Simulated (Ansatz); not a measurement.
Input file:

```yaml
crystal:
  periodic: [false, false, false]
  atoms:
    - {symbol: H, position_ang: [0.000000, 0.000000, -1.100667]}
    - {symbol: H, position_ang: [0.000000, 0.000000, 0.065333]}
    - {symbol: F, position_ang: [0.000000, 0.000000, 1.035333]}
basis:
  gaussian: {orbitals: cc-pVDZ}
magnetization: {spin_polarized: false, initial_magnetization: 1}
correlation: {method: bccd_t, electrons: outside_noble_gas}
```

```sh
$ ansatz run in.yaml --threads 1 --pin off --events-out ev --progress --plain --max-ram 2816MiB --backend cpu
```

(1) Roughly how long does this take on 1 thread of AMD EPYC 7R13, shared host, and how much host memory?

```
217 factors; integrals over basis functions are off by at most 1.6e-3 eV
mean field evaluation 1: about -2733.0991 eV, gradient 2.3e1 eV
mean field evaluation 2: about -2733.0995 eV, gradient 2.3e1 eV
mean field evaluation 4: about -2734.6171 eV, gradient 2.0e0 eV
mean field evaluation 8: about -2734.6515 eV, gradient 4.8e-2 eV
mean field evaluation 16: about -2734.6504 eV, gradient 3.8e-1 eV
mean field -2734.65153982 eV, -100.4965904750 hartree, gradient 9.7e-7 eV, S^2 0.750000; 0 other end points of the search recorded, 0 dependent functions left out
1 core orbitals not correlated: weight in the atoms' cores, before any rotation towards them, 1.000 or more for the frozen orbitals, at most 0.000 for the correlated occupied ones
reference -2734.65153982 eV, -100.4965904750 hartree; 5, 4 occupied and 18, 19 virtual orbitals, 217 factors
second order -5.66165405 eV of doubles, -0.02056831 eV of singles
cycle   1  -5.72812935 eV  change   -4.5e-2 eV  update   3.9e-2
cycle   2  -5.82187129 eV  change   -9.4e-2 eV  update   1.4e-2
cycle   3  -5.84962869 eV  change   -2.8e-2 eV  update   9.7e-3
cycle   4  -5.84463899 eV  change    5.0e-3 eV  update   4.1e-3
cycle   5  -5.84267154 eV  change    2.0e-3 eV  update   1.5e-3
cycle   6  -5.84272877 eV  change   -5.7e-5 eV  update   3.0e-4
cycle   7  -5.84271755 eV  change    1.1e-5 eV  update   7.6e-5
cycle   8  -5.84271570 eV  change    1.8e-6 eV  update   2.5e-5
cycle   9  -5.84272277 eV  change   -7.1e-6 eV  update   7.8e-6
perturbative correction -0.07023324 eV, -0.0025810238 hartree
Total energy: -2740.56449583 eV, -100.7138876004 hartree
```

For the same geometry and basis full CI lies 15.5 meV lower.

Answers

(1) 0.55 s wall and 0.14 GiB.
